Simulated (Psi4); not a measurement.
Reaction (SMILES): ClCl (Cl2) + [H][H] (H2) → 2 Cl (HCl)
B3LYP-D3(BJ)/def2-TZVP geometries, fixed; electronic energies without zero-point terms.

Basis-set convergence of the energy of full hydrogenation at HF with Psi4. Cartesian d functions, on some or all atoms, in 6-31G*; all else is spherical. Density fitting with the program's default auxiliary sets. Psi4's default fitting sets serve the pcseg sets less well. No added dispersion term, no relativity. Functions are those of the species that has most. Reference: the value in aug-cc-pV(5+d)Z, -51.23 kcal/mol, itself unsure by roughly 0.09 kcal/mol (its mean distance from aug-cc-pV(Q+d)Z, cc-pV(5+d)Z, def2-QZVPPD). Deviations are taken from unrounded values.

```
basis              functions  energy of full hydrogenation (kcal/mol)  minus reference (kcal/mol)
-----------------  ---------  ---------------------------------------  --------------------------
3-21G                     26                                   -52.88                       -1.65
def2-SV(P)                36                                   -45.60                        5.63
pcseg-1                   36                                   -56.01                       -4.78
6-31G*                    38                                   -50.58                        0.65
cc-pV(D+d)Z               46                                   -56.52                       -5.29
aug-pcseg-1               54                                   -55.61                       -4.37
6-311++G(2d,2p)           70                                   -53.90                       -2.66
cc-pV(T+d)Z               78                                   -51.54                       -0.30
def2-TZVPP                84                                   -51.87                       -0.64
def2-TZVPD                92                                   -51.27                       -0.04
6-311++G(3df,3pd)         94                                   -53.15                       -1.92
jun-cc-pV(T+d)Z           96                                   -51.80                       -0.57
aug-pcseg-2              100                                   -51.62                       -0.39
aug-cc-pV(T+d)Z          110                                   -51.64                       -0.40
def2-QZVPPD              158                                   -51.37                       -0.14
aug-cc-pV(Q+d)Z          178                                   -51.35                       -0.12
aug-pcseg-3              178                                   -51.23                        0.00
pcseg-4                  210                                   -51.15                        0.09
```

The smallest set listed that lies within 1 kcal/mol of the reference with all its larger relatives (same family, alike in diffuse functions; a set with none counts only in the reference's own line) is cc-pV(T+d)Z (78 functions, -0.30 kcal/mol off). Inside the window by cancellation, since a larger relative falls out: 6-31G*. Inside, with no larger relative to test it: pcseg-4. (Relatives not listed, tested too: 6-311G** -8.00, def2-TZVPPD -0.78, cc-pV(Q+d)Z -0.09, def2-QZVP -0.13, def2-QZVPP -0.13, cc-pV(5+d)Z 0.01, aug-cc-pV(5+d)Z 0.00 kcal/mol.)
